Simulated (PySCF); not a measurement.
Molecule: SMILES c1ccccc1, C$_{6}$H$_{6}$.

Numbering as in the mapped SMILES `[cH:1]1[cH:2][cH:3][cH:4][cH:5][cH:6]1`. Each H is labelled by its parent atom.

Geometry PBE0-D3(BJ)/def2-SVP throughout; GIAO in PySCF, gas phase, one conformer, non-relativistic; equivalent atoms averaged; functional PBE0.

Question: How do the absolute shieldings σ depend on the basis set? (ppm; last column core-seconds on shared hosts with different chips, so compare them loosely)

Answer: 
```csv
basis set,functions,C1/C2/C3/C4/C5/C6,H(C1)/H(C2)/H(C3)/H(C4)/H(C5)/H(C6),core-s
STO-3G,36,123.9,25.53,2.5
6-31G,66,75.1,25.20,4.7
pcSseg-0,66,55.1,25.52,4
6-31G*,96,72.0,24.67,6.7
def2-SVP,114,67.4,24.10,7.7
cc-pVDZ,114,68.7,23.97,8.7
pcSseg-1,132,50.4,23.80,9
aug-cc-pVDZ,192,67.6,23.79,18
"6-311+G(2d,p)",198,54.4,23.90,18
def2-TZVP,222,53.1,23.88,23
cc-pVTZ,264,54.4,23.73,30
IGLO-III,270,46.9,23.77,29
pcSseg-2,300,46.0,23.62,32
```

Question: Which nucleus moves most, in ppm?

Answer: C1/C2/C3/C4/C5/C6 (aromatic CH): from 46.0 ppm with pcSseg-2 to 123.9 ppm with STO-3G. The smallest spread is 1.91 ppm, at H(C1)/H(C2)/H(C3)/H(C4)/H(C5)/H(C6). Proton shifts span only some 12 ppm, so a few tenths of a ppm matter as much there as several ppm in carbon.

Question: Taking the largest basis, pcSseg-2 (300 functions), as the yardstick, rank the others by their worst heavy-atom deviation.

Answer: IGLO-III 0.9 ppm (270 functions), pcSseg-1 4.4 ppm (132 functions), def2-TZVP 7.1 ppm (222 functions), 6-311+G(2d,p) 8.4 ppm (198 functions), cc-pVTZ 8.5 ppm (264 functions), pcSseg-0 9.1 ppm (66 functions), def2-SVP 21.4 ppm (114 functions), aug-cc-pVDZ 21.6 ppm (192 functions), cc-pVDZ 22.7 ppm (114 functions), 6-31G* 26.0 ppm (96 functions), 6-31G 29.1 ppm (66 functions), STO-3G 77.9 ppm (36 functions).

A small basis that lands close on one nucleus may do so by chance; judge by the trend and by all nuclei.
